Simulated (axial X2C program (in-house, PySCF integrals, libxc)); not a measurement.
# Potential curves of SH, 2c

Calculated with an in-house all-electron X2C program for linear molecules (integrals from PySCF). Two-component (2c) means X2C with spin–orbit coupling and atomic mean-field two-electron Coulomb and Gaunt terms. Basis: S dyall-av3z [9s8p3d2f], H dyall-v3z [6s2p1d] (cores contracted in-house); Gaussian nuclei, density fitting, unrestricted open shells. Masses: S 31.972 u, H 1.008 u.

State: Ω = 3/2 (⟨Sz⟩ = 0.50, ⟨Lz⟩ = 1.00 at HF). Energies in eV from the fragments at the same level (S + H). Fits are polynomials in 1 − R0/R over 0.85 to 1.23 times the lowest point R0.

```
 R (Å)     CCSD
1.2276  -3.4040
1.2681  -3.5384
1.3085  -3.6086
1.3490  -3.6267
1.3962  -3.5949
1.4434  -3.5185
1.5041  -3.3710
```

Correlated methods: 7 electrons correlated (number of frozen shells: S 2 s, 1 p; H none), 129 virtual spin orbitals or spinors in MP2, 89 natural virtuals in coupled cluster.

Occupations by symmetry block were frozen at the best pattern of an incomplete PBE0 search. De is counted from the lowest determinant-based energies of the atoms at the same level, without counterpoise correction. CCSD ran in a truncated set of natural virtual spinors with an MP2 remainder; without triples it tends to underbind. Coupled cluster ran on the points near the minimum only. MP2 and coupled cluster on one determinant become unreliable at the stretched end.

Q: Fit the CCSD curve near its minimum: give the equilibrium distance, the harmonic wavenumber and the well depth.

A: At CCSD, 2c: Re = 1.345 Å, ωe ≈ 2710 cm⁻¹, De = 3.63 eV to S + H; Be follows as 9.54 cm⁻¹.
